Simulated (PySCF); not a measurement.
**H2S: PBE0 against wB97X**

Base calculation in PySCF with density fitting and no spin–orbit coupling, PBE0/def2-TZVP (no relativity): singlet, C2v, S–H 1.341 Å (×2); H–S–H 92.3°; wavenumbers 1209, 2725, 2741 cm⁻¹; dipole moment 1.16 D, gap between the highest occupied and lowest empty levels 8.07 eV, polar-tensor charge of S -0.12 e, atomisation energy (no zero-point energy) 749 kJ/mol.

Problem. What changes on going to wB97X/def2-TZVP (no relativity)?

Solution. The point group stays the same. Changes: mean bond to S -0.004 Å, smallest bond angle +0.4 degrees, highest wavenumber +48 cm⁻¹, lowest wavenumber +19 cm⁻¹, dipole moment +0.03 D, gap between the highest occupied and lowest empty levels +4.75 eV, polar-tensor charge of S 0.00 e, atomisation energy (no zero-point energy) +10 kJ/mol. The new structure has S–H 1.337 Å (×2); H–S–H 92.7°, with wavenumbers 1228, 2776, 2789 cm⁻¹.

Each species is the lowest minimum found with this bonding; other isomers or fragments can lie lower.
